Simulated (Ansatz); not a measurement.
Total energies of Si(CCH)H3 (C2H4Si) from Ansatz at PBE0-D4/def2-TZVP, gas phase (1 Eh = 27.2114 eV = 2625.5 kJ/mol). The reference geometry is relaxed at PBE0-D4/def2-TZVP.

```json
{"state": "charge 0 singlet", "geometry": "reference", "energy (Eh)": "-367.85190"}
{"state": "charge 1 doublet", "geometry": "reference", "energy (Eh)": "-367.46168"}
{"state": "charge 1 doublet", "geometry": "relaxed at PBE0-D4/def2-TZVP", "energy (Eh)": "-367.46936"}
{"state": "free Si atom (triplet)", "geometry": "–", "energy (Eh)": "-289.24943"}
{"state": "free C atom (triplet)", "geometry": "–", "energy (Eh)": "-37.80537"}
{"state": "free H atom (doublet)", "geometry": "–", "energy (Eh)": "-0.50104"}
```

**Question.** Work out the vertical ionisation energy to the doublet.

**Answer.** E(charge 1 doublet) − E(charge 0 singlet) = -367.46168 − (-367.85190) = 0.39022 Eh = 10.62 eV. For comparison, −ε of the highest occupied level is 8.32 eV at this level, 2.30 eV less.

**Question.** How much does the charge 1 doublet relax, and what is the adiabatic ionisation energy?

**Answer.** Relaxation: -367.46168 − (-367.46936) = 0.00768 Eh = 0.21 eV. Adiabatic ionisation energy: 0.38254 Eh = 10.41 eV, without zero-point energy. 

**Question.** What is the binding energy per atom against free atoms?

**Answer.** Atoms: 1 × (-289.24943) + 2 × (-37.80537) + 4 × (-0.50104) = -366.86433 Eh. Binding: -366.86433 − (-367.85190) = 0.98757 Eh = 26.87 eV, or 3.84 eV for each of 7 atoms (no zero-point energy, no counterpoise term).
